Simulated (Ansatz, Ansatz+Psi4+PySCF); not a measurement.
```
atom   x (Å)   y (Å)    z (Å)
   N  0.0000  0.0000   0.5650
   N  0.0000  0.0000  -1.1300
```

Basis set: cc-pVTZ (spherical functions). Correlated methods keep 2 orbitals frozen. Charge 0, multiplicity 1.

Computed with Ansatz (development build ahead of 0.2.0); each method stands on the lowest determinant of its kind that the runs found. Restricted open shells among the atoms or ions are ROHF, correlated in semicanonical orbitals with singles.

**Question.** Give the atomization energy at this shape (free ground-state atoms in the same class of orbitals less the molecule, no zero-point energy) of singlet N₂ by UHF-MP2, RHF-MP2, RHF, UHF.

**Answer.**

```tsv
method	atomization energy
UHF-MP2	1.07 eV
RHF-MP2	-1.00 eV
RHF	-5.50 eV
UHF	-0.16 eV
```

Caution: the determinant breaks the point group. Caution for UHF-MP2, RHF-MP2: another reference gives a lower total; bonds are stretched, where a single reference can fail. Caution for UHF-MP2, UHF: the unrestricted determinant is a mixture of spin states. Caution for RHF-MP2, RHF: an unrestricted determinant lies well below; the molecule lies well above its atoms at this level.
